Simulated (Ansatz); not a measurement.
**Isomers**

Structures of CH4Si2, closed shell, relaxed at PBE0-D4/def2-TZVP (vibrations not checked; lower isomers may exist, and structures with a doubtful reference or unclear bonds are left out). Computed with Ansatz 0.2.0 (basis: def2-TZVPP); correlated methods freeze the cores. B3LYP uses VWN-RPA correlation.

**Question.** Rank them by CCSD(T) energy, lowest first, and give each one's height above the lowest. Links in brackets join atoms within 1.22 times the sum of their covalent radii (1.1 for two metals). (To be estimated.)
A.
CH₄Si₂ ([CH2][Si][SiH2])
```
7
angstrom
C -1.6071 0.0802 -0.9540
Si -0.2716 -0.3385 0.0088
Si 1.6899 0.2995 0.8137
H -2.4471 -0.5892 -1.1014
H -1.6682 1.0382 -1.4603
H 1.6045 0.2275 2.3043
H 2.6996 -0.7176 0.3888
```
B.
CH₄Si₂ ([SiH][CH][SiH2])
```
7
angstrom
C -0.0986 -0.7235 0.3485
Si -1.1129 0.0525 1.4945
Si 1.0381 0.4532 -0.5007
H -0.1572 -1.7955 0.1803
H -2.1339 -0.6075 2.3470
H -1.0228 1.5107 1.7131
H 1.7362 -0.5817 -1.3870
```
C.
a complex of CH₂Si₂ ([Si][C][SiH2]) + H₂
```
7
angstrom
Si -2.0719 -1.3147 -0.6106
C -0.9150 -0.1846 -0.1945
Si 0.2496 0.9629 0.2252
H 2.5319 -0.9150 0.7227
H 1.1589 1.6361 -0.7352
H 0.4980 1.4509 1.6044
H 3.0460 -0.4031 0.9047
```
D.
CH₄Si₂ ([CH]1[SiH][SiH2]1)
```
7
angstrom
C -0.4701 0.1058 0.8640
Si -0.5869 -1.2196 -0.2107
Si 0.6603 0.5662 -0.5314
H -1.3286 -2.5103 -0.2389
H 0.3057 1.6490 -1.4902
H -0.7856 0.5490 1.7988
H 2.1396 0.5708 -0.3606
```

**Answer.** Computed: D (0.0 kJ/mol), B (19.8 kJ/mol), A (42.9 kJ/mol), C (137.0 kJ/mol). Heights count from the lowest.

**Question.** Do PBE-D4, r2SCAN-D4, PBE0-D4, B3LYP-D4, wB97M-V, HF, MP2 give the same order? (A judgement: the text doesn't fix the answer.)

**Answer.** Computed: Lowest first: HF B < D < A < C. The others agree with CCSD(T).

No T1 diagnostic of these runs exceeds 0.022. The restricted Hartree–Fock reference is unstable towards an unrestricted one at one or more of these structures. A large double-excitation amplitude points to some diradical character; no triplet was computed.

For scale, one of the runs: CCSD(T)/def2-TZVPP, 171 basis functions, launched by `ansatz run in.yaml --threads 2 --pin off --events-out ev --progress --plain --max-ram 4352MiB`. Hardware: 2 CPU threads of an Arm Neoverse V1, shared host. Wall time 23 s; peak host memory 1.3 GiB.
